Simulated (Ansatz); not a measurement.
Predict the output of the script below (Ansatz 0.2.0, Python API).

`energy.py`
```python
"""Single point of C4H9NS in a Gaussian basis."""

from dataclasses import dataclass
from pathlib import Path
import json

import ansatz as az
import numpy as np


@dataclass(frozen=True)
class RunConfig:
    basis_set: str = "def2-SVP"
    functional: str = "lc_wpbe"


settings = RunConfig()

geometry_ang = [
    ("C", (1.9386, -0.6865, -0.0611)),
    ("C", (0.9793, 0.4571, 0.1175)),
    ("S", (1.6027, 1.9508, 0.4143)),
    ("N", (-0.4529, 0.2505, 0.0309)),
    ("C", (-0.9875, -1.0908, -0.2348)),
    ("C", (-1.3801, 1.3759, 0.2073)),
    ("H", (1.7495, -1.4598, 0.7117)),
    ("H", (2.9934, -0.3514, 0.0364)),
    ("H", (1.8097, -1.1311, -1.0695)),
    ("H", (-0.6133, -1.4592, -1.2128)),
    ("H", (-0.6736, -1.7882, 0.5698)),
    ("H", (-2.0969, -1.095, -0.2731)),
    ("H", (-2.44, 1.0598, 0.1131)),
    ("H", (-1.2447, 1.8196, 1.2162)),
    ("H", (-1.1844, 2.1486, -0.5659)),
]
geometry = az.Crystal.molecule()
for symbol, xyz in geometry_ang:
    geometry = geometry.atom(symbol, xyz)

base = (
    geometry.calculation()
    .basis(gaussian=settings.basis_set)
    .functional(settings.functional)
    .forces()
    .orbitals()
)
outcome = base.run(threads=1, pin="off", runs_dir="c4h9ns_runs")
rep = outcome.report

print(f"E = {rep['free_energy_ev']:.6f} eV = {rep['free_energy_ev'] / 27.211386246:.7f} Ha")
print("converged:", rep["converged"], " doubts:", rep["published_state_doubts"] or "none")

symbols = [site.symbol for site in geometry.cartesian_sites]
forces = np.array(rep["forces_ev_ang"])
print("largest force", round(float(np.linalg.norm(forces, axis=1).max()), 4), "eV/A, rms", round(float(np.sqrt((forces ** 2).mean())), 4))

charges = rep["charge_distribution"]
print("dipole moment", round(4.803205 * float(np.linalg.norm(charges["dipole_moment_e_ang"])), 3), "D")
print("Mulliken:", [(s, round(q, 3)) for s, q in zip(symbols, charges["mulliken_charges_e"])])

lines = Path(rep["orbitals_path"]).read_text().splitlines()
field_of = lambda key: [line.split("=")[1].strip() for line in lines if line.startswith(key)]
orbitals = [(27.211386 * float(e), s, float(n)) for e, s, n in zip(field_of("Ene="), field_of("Spin="), field_of("Occup="))]
homo = max(e for e, _, n in orbitals if n > 0.5)
lumo = min(e for e, _, n in orbitals if n < 0.5)
for e, spin, n in sorted(orbitals):
    if homo - 6 < e < lumo + 5:
        print(f"{spin:6s} {e:10.3f} eV  occupation {n:.0f}")
with open("c4h9ns.json", "w") as handle:
    json.dump({k: rep[k] for k in ("free_energy_ev", "reference_energy_ev", "n_occupied", "n_virtual")}, handle, indent=1)
```

```console
$ python energy.py
E = -16605.505443 eV = -610.2410694 Ha
converged: True  doubts: none
largest force 2.9643 eV/A, rms 0.6387
dipole moment 4.426 D
Mulliken: [('C', -0.013), ('C', -0.046), ('S', -0.254), ('N', -0.364), ('C', 0.045), ('C', 0.059), ('H', 0.067), ('H', 0.079), ('H', 0.067), ('H', 0.057), ('H', 0.057), ('H', 0.064), ('H', 0.047), ('H', 0.068), ('H', 0.068)]
Alpha     -14.056 eV  occupation 2
Alpha     -13.666 eV  occupation 2
Alpha     -12.442 eV  occupation 2
Alpha     -11.419 eV  occupation 2
Alpha      -8.689 eV  occupation 2
Alpha      -8.402 eV  occupation 2
Alpha       1.512 eV  occupation 0
Alpha       3.687 eV  occupation 0
Alpha       4.483 eV  occupation 0
Alpha       4.987 eV  occupation 0
Alpha       5.198 eV  occupation 0
Alpha       5.431 eV  occupation 0
Alpha       5.861 eV  occupation 0
Alpha       6.350 eV  occupation 0
Alpha       6.507 eV  occupation 0
```

`c4h9ns.json`, as written:
```json
{
 "free_energy_ev": -16605.505443279257,
 "reference_energy_ev": -16605.505443279257,
 "n_occupied": [
  28,
  28
 ],
 "n_virtual": [
  105,
  105
 ]
}
```

What to keep in mind:
- These settings explore the input space; basis and method may be short of convergence.
- The geometry is a force-field or estimated start, not a minimum of this method, and the basis set is short of its limit.
- Alpha marks a spatial orbital of a restricted run, filled by both spins.
- Levels such as HOMO and LUMO are orbital energies: with these approximate functionals they aren't the ionisation energy and electron affinity, and their gap isn't the fundamental gap.
- Timing: 6.6 s on 1 thread of Intel(R) Xeon(R) 6975P-C (Granite Rapids), with other jobs on the host, peak memory 0.32 GiB.

(Lines on the test bed's own set-up are left out of the output.)
